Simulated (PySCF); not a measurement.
**Identify the compound**

An unknown has the formula CHF$_{3}$S. Its calculated NMR data are:

¹H NMR (400 MHz, computed): δ 3.52 (br s, 1H).

¹³C{¹H} NMR (computed): δ 144.5 (C).

[PySCF: coordinates at the PBE0-D3(BJ)/def2-TZVP level; shielding tensors at B97-2/pcSseg-2 (GIAO); no relativistic terms; one computed conformer; fast rotation and ring inversion assumed for equivalent nuclei; no solvent]

References, each an isolated molecule treated in the same way: ¹H (31.64 ppm) and ¹³C (185.38 ppm) against TMS.

Q: Deduce the structure.

A: 
1. The formula gives 0 degrees of unsaturation.
2. Carbon types of the structure: 1 × C, leaving 1 H on heteroatoms.
3. δC 144.5: CF3 carbon; 3 electronegative neighbours deshield it.
4. δH 3.52: hydrogen on a thiol sulfur; labile proton, position sensitive to the medium.

Structure: `InChI=1S/CHF3S/c2-1(3,4)5/h5H`.

The shifts were computed for this structure.

OH and NH positions are those of a molecule without intermolecular hydrogen bonds; in solution they move with solvent, concentration and temperature, and exchange usually removes their couplings. Splittings by ¹⁹F in the carbon and heteronuclear signals aren't shown, as no couplings were computed. Shifts are as computed. Against solution values, carbons near 30 ppm lie about +3 ppm off and those near 130 ppm about +7 ppm; carbons on S a further +4 ppm. Of 1211 compounds with measured shifts, 218 miss one by over three times the rms of a fit or turn the order of signals round; such compounds aren't used in these exercises.
